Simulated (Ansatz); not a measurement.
Geometry optimisation, Ansatz, UKS PBE0-D4/STO-3G.

The input (input.yaml):

```yaml
crystal:
  periodic: [false, false, false]
  atoms:
    - { symbol: O, position_ang: [0.2267, 1.8437, -0.7658] }
    - { symbol: C, position_ang: [0.025, 0.72, -0.2974] }
    - { symbol: C, position_ang: [0.8335, -0.2954, -0.0221] }
    - { symbol: C, position_ang: [-0.24, -1.0627, 0.4566] }
    - { symbol: O, position_ang: [-1.0397, 0.1123, 0.0708] }
    - { symbol: H, position_ang: [-0.7072, 2.3059, -0.8164] }
    - { symbol: H, position_ang: [1.9536, -0.4732, -0.079] }
    - { symbol: H, position_ang: [-1.98813, -0.1695, 0.03658] }
    - { symbol: H, position_ang: [-0.3853, -1.2705, 1.5726] }
magnetization:
  spin_polarized: true
basis:
  gaussian: { orbitals: STO-3G }
hamiltonian:
  xc: pbe0
  dispersion: d4
relax:
  f_tol: 0.02
  max_steps: 50
```

Command:

```bash
$ ansatz run input.yaml --threads 1 --pin off --max-ram 2048MiB --backend cpu --events-out ev --progress --plain --runs-dir out
```

**Question.** Where does it end, and by what steps?

**Answer.** It converged. Limits of this set-up: minimal basis. After 21 steps the energy has fallen by 4.808 eV; H9 moved furthest, 0.84 Å. The start is strongly strained (largest force component 12 eV/Å), so its close contacts needn't be bonds. Parted: C2–O5.

```tsv
step	energy less start (eV)	largest force component (eV/Å)	accepted
0	0.0000	12.463	yes
1	-2.7382	3.012	yes
2	-3.4055	1.825	yes
3	-3.7019	2.767	yes
4	-3.9473	2.009	yes
5	-4.1692	2.905	yes
6	-4.3782	1.186	yes
7	-4.4207	1.505	yes
8	-4.5046	0.557	yes
9	-4.5766	0.444	yes
10	-4.6139	1.389	yes
11	-4.5353	3.730	no
12	-4.7412	0.367	yes
13	-4.7803	0.378	yes
14	-4.7827	1.089	yes
15	-4.7983	0.345	yes
16	-4.8023	0.330	yes
17	-4.8059	0.070	yes
18	-4.8060	0.125	yes
19	-4.8071	0.079	yes
20	-4.8077	0.032	yes
21	-4.8078	0.015	yes
```

```xyz
9
Properties=species:S:1:pos:R:3
O -0.134 1.499 -1.175
C 0.232 1.231 0.140
C 0.831 -0.196 0.149
C -0.203 -0.910 0.601
O -1.271 0.085 0.700
H -0.487 2.456 -1.138
H 1.876 -0.488 0.007
H -1.812 -0.056 -0.156
H -0.353 -1.910 1.028
```

Whether the end is a true minimum wasn't checked by a vibrational analysis.

Time of the run: 28 s on 1 thread of Intel(R) Xeon(R) 6975P-C (Granite Rapids), on a shared host, peak memory 0.14 GiB.
